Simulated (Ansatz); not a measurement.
Consider the formal exchange of groups at a C–S bond: `C=C(O)S` + acetylene → `C#CC(=C)O` + H₂S.

Gas-phase electronic energies from Ansatz, PBE0-D4/def2-TZVP geometries. CCSD(T)/CBS is the MP2 limit (def2-TZVPP, def2-QZVPP) plus CCSD(T) − MP2 in def2-TZVPP, frozen cores. This one scheme is used for every species. DFT in def2-TZVPP. B3LYP here is the variant with VWN-RPA as its local correlation; programs differ in this. Each species was taken in one conformer, which may not be the lowest.

`C=C(O)S`:

```xyz
8

C    -1.181    0.395    0.416
C    -0.026    0.000   -0.107
O     0.030   -0.931   -1.090
S     1.512    0.709    0.397
H    -2.114    0.038    0.000
H    -1.198    1.062    1.264
H     0.855   -0.818   -1.573
H     2.121   -0.454    0.694
```

`C#C`:

Cartesian coordinates in Å:
```
C -0.116 -0.564 -0.163
C 0.116 0.564 0.163
H -0.323 -1.567 -0.454
H 0.323 1.567 0.454
```

`C#CC(=C)O`:

```xyz
9

C     1.806    0.070   -1.142
C     0.806    0.013   -0.477
C    -0.341   -0.094    0.364
C    -1.523    0.436    0.051
O    -0.165   -0.779    1.527
H     2.681    0.131   -1.745
H    -1.644    0.976   -0.875
H    -2.366    0.329    0.721
H     0.745   -1.082    1.575
```

H₂S:

```xyz
3

S    -0.182   -0.386   -0.449
H    -0.827    0.468    0.360
H     1.008   -0.081    0.089
```

```tsv
level	ΔE (kJ/mol)
B3LYP-D4	-35.0
MP2/def2-QZVPP	-30.7
```

What does CCSD(T)/CBS give? (An estimate is asked.)

Computed: -29.1 kJ/mol. The listed levels differ from it by -5.9, -1.6 kJ/mol.

What do rigid-rotor, harmonic-oscillator terms from PBE0-D4/def2-TZVP frequencies (298.15 K, 1 bar) make of the CCSD(T)/CBS value? (Best estimate.)

Ansatz gave: ΔZPE = -5.8 kJ/mol, ΔH = -33.4 kJ/mol, ΔS = 14 J/(mol·K), ΔG = -37.5 kJ/mol.

Largest T1 diagnostic among the species: 0.013.

Leaving LDA and LC-ωPBE aside and taking each functional with its dispersion term where it has one, the values, not all of them listed here, spread over 10.6 kJ/mol, from B97M-V to ωB97M-V. At CCSD(T), def2-SVP lies −10.5 kJ/mol from the extrapolated value and def2-TZVPP −2.7 kJ/mol.
